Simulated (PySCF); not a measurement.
Gas-phase reaction: SiHCl + 3 SiH₂(NH₂)₂ = SiH₂ClNH₂ + N₂ + 3 H₃SiNH₂

Method: PySCF energies plus ideal-gas RRHO corrections (1 bar). † marks an energy on the PBE0/def2-TZVP geometry and frequencies; other levels use their own. MP2 and CCSD(T) freeze the core. 6-31G* has spherical d functions here. All species are closed-shell singlets. No R ln 2 is added for the mirror-image form of SiH₂(NH₂)₂. SiHCl, SiH₂(NH₂)₂, SiH₂ClNH₂, H₃SiNH₂: computed as isolated molecules; such fragments, hydroxides, amides, oligomers or adducts are transient or little studied in the gas. MP2 isn't extrapolated to the basis-set limit; its ΔH°(298 K) is -76.8 kJ in def2-SVP and -8.4 kJ in def2-TZVPP. CCSD(T) isn't extrapolated to the basis-set limit; its ΔH°(298 K) is -75.5 kJ in def2-SVP and -10.2 kJ in def2-TZVPP. The harmonic model lacks anharmonicity and excited electronic states, which grow with temperature; levels with a mode under 35 cm⁻¹ are left out. Internal rotation in SiH₂(NH₂)₂, SiH₂ClNH₂, H₃SiNH₂ is treated as a harmonic vibration of one conformer, which makes the entropy rough.

| level | ΔE electronic, kJ | ΔH°(298 K), kJ | ΔS°(298 K), J/K | ΔG°(1000 K), kJ |
|---|---|---|---|---|
| CCSD(T)/def2-TZVPP† | 23 | -10 | 158 | -163 |
| HF/6-31G* | -62 | -96 | 161 | -252 |
| MP2/def2-SVP† | -43 | -77 | 158 | -230 |
| PBE0/def2-QZVP† | 67 | 34 | 158 | -120 |
| PBE0/def2-SVP† | 32 | -1 | 158 | -154 |
| PBE0/def2-TZVP | 54 | 21 | 158 | -132 |
| LDA/def2-TZVP† | 132 | 99 | 158 | -54 |
| ωB97M-V/def2-TZVP† | 48 | 15 | 158 | -138 |
| ωB97X-V/def2-TZVP† | 25 | -9 | 158 | -162 |
ΔH° is lowest at HF/6-31G* and highest at LDA/def2-TZVP†. No reference value is set beside these.
